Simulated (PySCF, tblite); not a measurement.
C5H13P.
Atom-mapped SMILES: `[CH3:1][CH2:2][C@@H:3]([CH3:4])[PH:5][CH3:6]` (hydrogens: H7, H8, H9 on C1; H10, H11 on C2; H12 on C3; H13, H14, H15 on C4; H16 on P5; H17, H18, H19 on C6)

Computed with GFN2-xTB (tblite), gas phase: nudged elastic band of 9 images (0 to 8), spring 0.2 eV/Å², climbing image at the end, force threshold 0.05 eV/Å. No saddle search or frequency run followed, so the top image need not be a first-order saddle, and its height can exceed the method's true barrier by a kcal/mol or more.

Path: rotation about C2–C3 (chain CH2 carbon, sp3 carbon bound to phosphorus), followed by the dihedral C1–C2–C3–P5.

Image 0 (start, dihedral -61°):
```
atom  x, y, z in Å
C1     -2.008   -1.347    0.571
C2     -1.613    0.093    0.276
C3     -0.152    0.249   -0.154
C4      0.138    1.710   -0.489
P5      1.000   -0.326    1.218
C6      2.622   -0.175    0.333
H7     -3.076   -1.414    0.769
H8     -1.775   -1.990   -0.276
H9     -1.476   -1.717    1.445
H10    -1.787    0.704    1.165
H11    -2.251    0.483   -0.523
H12     0.031   -0.370   -1.043
H13    -0.574    2.076   -1.228
H14     1.139    1.832   -0.895
H15     0.051    2.327    0.404
H16     0.861   -1.690    0.931
H17     2.546   -0.506   -0.702
H18     3.350   -0.789    0.859
H19     2.963    0.858    0.364
```

Image 8 (end, -0.011 eV, dihedral 63°):
```
atom  x, y, z in Å
C1     -2.118   -0.559    1.033
C2     -1.488   -0.386   -0.343
C3     -0.073    0.199   -0.302
C4     -0.030    1.573    0.360
P5      1.089   -0.976    0.595
C6      2.704   -0.337   -0.048
H7     -3.071   -1.077    0.949
H8     -1.458   -1.145    1.672
H9     -2.295    0.404    1.505
H10    -2.121    0.266   -0.954
H11    -1.446   -1.361   -0.838
H12     0.282    0.293   -1.337
H13    -0.783    2.229   -0.074
H14     0.945    2.035    0.222
H15    -0.216    1.490    1.429
H16     0.966   -1.990   -0.370
H17     2.658   -0.113   -1.112
H18     3.465   -1.094    0.133
H19     2.981    0.560    0.503
```

**Question.** What do the inner images look like?

**Answer.** 
Image 1: +0.019 eV, dihedral -45°
```
atom  x, y, z in Å
C1     -1.968   -1.316    0.685
C2     -1.635    0.071    0.153
C3     -0.157    0.256   -0.206
C4      0.141    1.740   -0.411
P5      0.962   -0.433    1.142
C6      2.604   -0.206    0.314
H7     -3.040   -1.417    0.839
H8     -1.645   -2.087   -0.013
H9     -1.467   -1.478    1.638
H10    -1.909    0.812    0.907
H11    -2.235    0.273   -0.740
H12     0.060   -0.290   -1.134
H13    -0.554    2.169   -1.130
H14     1.154    1.895   -0.778
H15     0.032    2.277    0.531
H16     0.833   -1.766    0.730
H17     2.554   -0.434   -0.750
H18     3.316   -0.874    0.798
H19     2.945    0.818    0.448
```

Image 2: +0.075 eV, dihedral -29°
```
atom  x, y, z in Å
C1     -1.957   -1.261    0.790
C2     -1.649    0.026    0.036
C3     -0.154    0.255   -0.249
C4      0.136    1.753   -0.320
P5      0.951   -0.529    1.061
C6      2.605   -0.229    0.282
H7     -3.032   -1.382    0.908
H8     -1.569   -2.129    0.263
H9     -1.503   -1.225    1.780
H10    -2.028    0.865    0.622
H11    -2.187    0.025   -0.917
H12     0.106   -0.208   -1.210
H13    -0.538    2.237   -1.025
H14     1.159    1.945   -0.636
H15    -0.011    2.207    0.660
H16     0.833   -1.825    0.541
H17     2.578   -0.357   -0.799
H18     3.309   -0.936    0.719
H19     2.941    0.779    0.517
```

Image 3: +0.134 eV, dihedral -13°
```
atom  x, y, z in Å
C1     -1.962   -1.180    0.888
C2     -1.652   -0.031   -0.065
C3     -0.150    0.247   -0.287
C4      0.124    1.749   -0.225
P5      0.951   -0.633    0.967
C6      2.614   -0.245    0.249
H7     -3.038   -1.328    0.959
H8     -1.512   -2.109    0.545
H9     -1.577   -0.956    1.881
H10    -2.122    0.871    0.333
H11    -2.119   -0.237   -1.032
H12     0.143   -0.122   -1.278
H13    -0.529    2.281   -0.915
H14     1.155    1.973   -0.490
H15    -0.061    2.122    0.781
H16     0.860   -1.879    0.331
H17     2.615   -0.282   -0.839
H18     3.320   -0.975    0.645
H19     2.930    0.744    0.577
```

Image 4 (top): +0.148 eV, dihedral 3°
```
atom  x, y, z in Å
C1     -1.965   -1.080    0.969
C2     -1.645   -0.095   -0.151
C3     -0.145    0.238   -0.322
C4      0.105    1.733   -0.130
P5      0.950   -0.734    0.866
C6      2.620   -0.262    0.219
H7     -3.036   -1.268    1.007
H8     -1.459   -2.030    0.808
H9     -1.648   -0.679    1.929
H10    -2.189    0.831    0.048
H11    -2.031   -0.499   -1.090
H12     0.169   -0.033   -1.338
H13    -0.531    2.310   -0.799
H14     1.141    1.987   -0.347
H15    -0.115    2.026    0.895
H16     0.883   -1.921    0.120
H17     2.647   -0.215   -0.869
H18     3.332   -1.006    0.576
H19     2.907    0.705    0.630
```

Image 5: +0.109 eV, dihedral 20°
```
atom  x, y, z in Å
C1     -1.974   -0.949    1.032
C2     -1.622   -0.176   -0.233
C3     -0.137    0.224   -0.350
C4      0.074    1.700   -0.018
P5      0.960   -0.828    0.763
C6      2.629   -0.278    0.178
H7     -3.039   -1.173    1.051
H8     -1.429   -1.891    1.068
H9     -1.721   -0.374    1.919
H10    -2.231    0.732   -0.267
H11    -1.901   -0.784   -1.097
H12     0.193    0.061   -1.384
H13    -0.556    2.322   -0.653
H14     1.109    1.990   -0.188
H15    -0.176    1.900    1.022
H16     0.903   -1.952   -0.076
H17     2.669   -0.139   -0.902
H18     3.352   -1.033    0.484
H19     2.888    0.656    0.673
```

Image 6: +0.053 eV, dihedral 36°
```
atom  x, y, z in Å
C1     -2.003   -0.806    1.071
C2     -1.591   -0.257   -0.289
C3     -0.125    0.202   -0.364
C4      0.042    1.649    0.091
P5      0.988   -0.919    0.661
C6      2.645   -0.287    0.131
H7     -3.056   -1.081    1.063
H8     -1.420   -1.695    1.309
H9     -1.840   -0.071    1.855
H10    -2.232    0.593   -0.542
H11    -1.764   -1.032   -1.040
H12     0.205    0.135   -1.409
H13    -0.602    2.305   -0.494
H14     1.070    1.979   -0.046
H15    -0.217    1.756    1.142
H16     0.941   -1.972   -0.268
H17     2.686   -0.053   -0.932
H18     3.388   -1.045    0.376
H19     2.876    0.607    0.708
```

Image 7: +0.015 eV, dihedral 52°
```
atom  x, y, z in Å
C1     -2.053   -0.649    1.089
C2     -1.559   -0.335   -0.318
C3     -0.112    0.169   -0.367
C4      0.022    1.578    0.201
P5      1.026   -1.019    0.549
C6      2.663   -0.289    0.084
H7     -3.072   -1.028    1.054
H8     -1.418   -1.407    1.545
H9     -2.036    0.237    1.717
H10    -2.206    0.422   -0.771
H11    -1.638   -1.242   -0.926
H12     0.207    0.189   -1.418
H13    -0.659    2.256   -0.313
H14     1.035    1.953    0.068
H15    -0.210    1.590    1.263
H16     1.009   -1.976   -0.480
H17     2.691    0.045   -0.953
H18     3.433   -1.040    0.255
H19     2.866    0.554    0.743
```

The largest changes of bonds and angles from start to top: C2–C3 1.531 → 1.546 Å, C3–P5 1.881 → 1.886 Å, P5–H16 1.401 → 1.403 Å, C1–C2 1.523 → 1.525 Å, C2–C3–P5 110.4 → 112.5°, P5–C3–H12 108.4 → 106.9°, C1–C2–C3 113.5 → 115.0°. GFN2-xTB torsional profiles can miss by a kcal/mol or more and can put conformers in the wrong order.

**Question.** What do single points at PBE0/pcSseg-1 (PySCF, no dispersion term) give on some images?

**Answer.** 
```json
{"image": "0", "GFN2-xTB E (eV)": "0.000", "DFT E (eV)": "0.000", "HOMO (eV)": "-6.77", "LUMO (eV)": "0.88", "dipole (D)": "1.30"}
{"image": "2", "GFN2-xTB E (eV)": "0.075", "DFT E (eV)": "0.133", "HOMO (eV)": "-6.66", "LUMO (eV)": "0.85", "dipole (D)": "1.27"}
{"image": "4", "GFN2-xTB E (eV)": "0.148", "DFT E (eV)": "0.249", "HOMO (eV)": "-6.61", "LUMO (eV)": "0.83", "dipole (D)": "1.23"}
{"image": "6", "GFN2-xTB E (eV)": "0.053", "DFT E (eV)": "0.119", "HOMO (eV)": "-6.63", "LUMO (eV)": "0.85", "dipole (D)": "1.23"}
{"image": "8", "GFN2-xTB E (eV)": "-0.011", "DFT E (eV)": "0.025", "HOMO (eV)": "-6.68", "LUMO (eV)": "0.88", "dipole (D)": "1.28"}
```

Energies count from image 0 at each level. At the GFN2-xTB top the DFT energy is 5.7 kcal/mol against 3.4; the geometries weren't optimised at the DFT level.

What follows is the cost of the whole band run. On an Intel Xeon at 2.50 GHz with one thread, no GPU (shared host), this took 7.8 s and 0.19 GiB of memory at its peak.
